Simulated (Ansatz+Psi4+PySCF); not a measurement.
**doublet C3(+): levels of theory in one basis**

| atom | x (Å) | y (Å) | z (Å) |
| --- | --- | --- | --- |
| C | 0.1805 | 0.5061 | -0.4482 |
| C | -0.2918 | 0.3311 | 0.8151 |
| C | 1.0113 | 0.0627 | 0.5331 |

Basis set: cc-pVTZ (spherical functions). Correlated methods keep 3 orbitals frozen. Correlation on ROHF uses semicanonical orbitals with singles. Charge 1, multiplicity 2.

Computed with Ansatz (development build ahead of 0.2.0) and Psi4 1.11; each method stands on the lowest determinant of its kind that the runs found.

```tsv
method	E − E(ROHF) (eV)	<S²> of the determinant
ROHF	0.00	0.75
UHF	-2.04	1.72
ROHF-MP2	-11.31	–
UHF-MP2	-10.81	1.72
ROHF-CCSD	-11.48	–
ROHF-CCSD(T)	-12.47	–
```

The restricted and unrestricted rows may stand on different electronic states: another unrestricted solution lies nearer the restricted one.

Caution for ROHF, ROHF-MP2, ROHF-CCSD, ROHF-CCSD(T): an unrestricted determinant lies well below. Caution for UHF, UHF-MP2: the unrestricted determinant is a mixture of spin states; the determinant breaks the point group. Caution for ROHF-MP2, ROHF-CCSD, ROHF-CCSD(T): large amplitudes, a single reference is doubtful. Caution for ROHF-MP2, UHF-MP2: MP2 on this radical cation hangs on the determinant chosen. Caution for UHF-MP2: another reference gives a lower total. Caution for ROHF-CCSD, ROHF-CCSD(T): the program doubts this total.
